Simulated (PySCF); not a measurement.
Question: Give a PBE0-D3(BJ)/def2-SVP geometry of `C=NC(=C)C#N`.

Answer: 
```
atom  x, y, z in Å
C1    -1.3856    0.7215    0.9755
N2    -0.9302   -0.3390    0.4461
C3     0.2873   -0.3224   -0.2439
C4     0.7591   -1.4496   -0.8036
C5     1.0304    0.9132   -0.3529
N6     1.5774    1.9337   -0.4099
H7    -2.3439    0.6717    1.5082
H8    -0.8745    1.7014    0.9347
H9     0.1759   -2.3674   -0.7066
H10    1.7041   -1.4631   -1.3477
```

Any rigid rotation of these coordinates is as good. Atoms count from 1 in this order. The C–C distances run from 1.344 Å (C3=C4, drawn double) to 1.446 Å (C3–C5, drawn single), a spread of 0.102 Å. Of the pairs four or more bonds apart, C5···H8 is among the closest relative to their van der Waals radii: 2.43 Å, 84 % of the sum of Bondi's values. The C–N distances run from 1.159 Å (C5≡N6, drawn triple) to 1.399 Å (N2–C3, drawn single), a spread of 0.240 Å. The 6 heavy atoms lie in one plane (0.001 Å rms).

Bonds between heavy atoms (Å): C1=N2 1.270, N2–C3 1.399, C3=C4 1.344, C3–C5 1.446, C5≡N6 1.159.

Method: PBE0-D3(BJ)/def2-SVP geometry optimisation, gas phase (PySCF 2.14.0).

Point group: Cs (every atom within 0.08 Å of its image). Stationary, but not proved a minimum. One conformer, not necessarily the lowest (C1–N2–C3–C4 180°).
